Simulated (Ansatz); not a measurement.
The input, for Ansatz 0.2.0:

```yaml
crystal:
  periodic: [false, false, false]
  atoms:
    - {symbol: Al, position_ang: [0.000000, -0.031887, 0.689947]}
    - {symbol: N, position_ang: [0.000000, 0.120874, -1.212902]}
    - {symbol: H, position_ang: [0.000000, -0.826124, -1.614269]}
basis:
  gaussian: {orbitals: STO-3G}
magnetization: {spin_polarized: false, initial_magnetization: 3}
correlation: {method: ccsdt_q_b, electrons: valence}
```

```sh
$ ansatz run in.yaml --threads 1 --pin off --events-out ev --progress --plain --max-ram 2393MiB
```

Log:

```
242 factors; integrals over basis functions are off by at most 2.4e-8 eV
mean field evaluation 1: about -7975.8915 eV, gradient 6.3e0 eV
mean field evaluation 2: about -7975.9214 eV, gradient 6.3e0 eV
mean field evaluation 4: about -7976.2869 eV, gradient 1.5e0 eV
mean field evaluation 8: about -7976.4105 eV, gradient 8.1e-2 eV
mean field evaluation 16: about -7976.1642 eV, gradient 1.6e0 eV
mean field evaluation 32: about -7976.3247 eV, gradient 1.7e0 eV
mean field evaluation 64: about -7976.3336 eV, gradient 8.9e-2 eV
mean field evaluation 96: about -7972.1784 eV, gradient 1.5e-2 eV
mean field evaluation 128: about -7974.7321 eV, gradient 4.2e-2 eV
mean field evaluation 160: about -7974.7290 eV, gradient 1.7e-3 eV
...
cycle  10  -1.67448284 eV  change    3.9e-4 eV  update   2.9e-4
cycle  11  -1.67458952 eV  change   -1.1e-4 eV  update   1.9e-4
cycle  12  -1.67461626 eV  change   -2.7e-5 eV  update   9.1e-5
cycle  13  -1.67470080 eV  change   -8.5e-5 eV  update   4.3e-5
cycle  14  -1.67469707 eV  change    3.7e-6 eV  update   2.0e-5
cycle  15  -1.67468715 eV  change    9.9e-6 eV  update   1.0e-5
cycle  16  -1.67468518 eV  change    2.0e-6 eV  update   4.1e-6
cycle  17  -1.67468681 eV  change   -1.6e-6 eV  update   1.5e-6
cycle  18  -1.67468831 eV  change   -1.5e-6 eV  update   7.8e-7
cycle  19  -1.67468829 eV  change    2.5e-8 eV  update   4.3e-7
perturbative correction 0.00035330 eV, 0.0000129836 hartree
Total energy: -7978.08478374 eV, -293.1892080623 hartree
```

Ran on 1 thread of Intel Xeon, shared host: 4.1 s wall, 0.15 GiB peak host memory.
